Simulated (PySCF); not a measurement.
PySCF input:

```python
from pyscf import gto, scf, dft

mol = gto.M(
    atom='''
    C    -0.01045730    1.16494198    0.28083334
    C     0.00335542   -1.08563455    0.35835550
    C     0.78119601    0.05343446   -0.22140404
    C    -0.77709543    0.04331744   -0.23746258
    H    -0.01266110    2.16400671   -0.13473259
    H    -0.00706515   -1.19627589    1.43925234
    H     0.01509168   -2.02148969   -0.19091273
    H     1.43058472    0.00791586   -1.08314434
    H    -1.40794231   -0.01051293   -1.11239601
    ''',
    basis='def2-tzvpd',
    charge=0,
    spin=1,
    verbose=4,
)

mf = dft.UKS(mol, xc='tpssh').density_fit(auxbasis='def2-universal-jkfit')
mf.grids.level = 3
mf.conv_tol = 1e-9
mf.max_cycle = 100
mf.max_memory = 1500
mf.kernel()
if not mf.converged:
    mf = mf.newton()
    mf.kernel(mf.make_rdm1())
for _ in range(2):
    mo, _, stable, _ = mf.stability(return_status=True)
    if stable:
        break
    mf.kernel(mf.make_rdm1(mo, mf.mo_occ))
mf.analyze()
```

Predict the final energy.

-155.35864 Eh (TPSSh/def2-TZVPD).

It need not be the lowest isomer of its formula.
